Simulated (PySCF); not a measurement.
**The first ionisation energy along group 15**

Calculated with PySCF 2.14 from differences of total energies of unrestricted determinants, without spin-orbit coupling. Values in eV. The last column holds reference values (NIST; (s) semi-empirical, (t) theoretical, else measured). Unmarked ones compare directly (S terms, centres of terms, or small fine structure); those marked * lie between the lowest fine-structure levels and include a spin-orbit shift.

| element | configurations | UHF | MP2 (valence) | SCS-MP2 (valence) | reference |
| --- | --- | --- | --- | --- | --- |
| N (x2c-TZVPall, spin-free X2C) | [He] 2s2 2p3 → [He] 2s2 2p2 | 13.891 | 14.557 | 14.304 | 14.545 |
| P (x2c-TZVPall, spin-free X2C) | [Ne] 3s2 3p3 → [Ne] 3s2 3p2 | 9.900 | 10.463 | 10.292 | 10.526 |
| As (x2c-TZVPall, spin-free X2C) | [Ar] 3d10 4s2 4p3 → [Ar] 3d10 4s2 4p2 | 9.436 | 9.909 | 9.763 | 10.008 |
| Sb (x2c-TZVPall, spin-free X2C) | [Kr] 4d10 5s2 5p3 → [Kr] 4d10 5s2 5p2 | 8.577 | 8.969 | 8.850 | 9.124 |

| method | elements | mean error (eV) | mean absolute error (eV) | largest error (eV) |
| --- | --- | --- | --- | --- |
| UHF | 4 | -0.600 | 0.600 | -0.654 |
| MP2 (valence) | 4 | -0.076 | 0.082 | -0.155 |
| SCS-MP2 (valence) | 4 | -0.248 | 0.248 | -0.274 |

Errors include the incompleteness of the basis and the frozen core.

"Valence" correlates the outer s and p shells and, in groups 3 to 12 and the f block, the outer d or f shell, open or full, or the next shell where the ion has no valence electron left; the wider scheme adds the next inner shell.
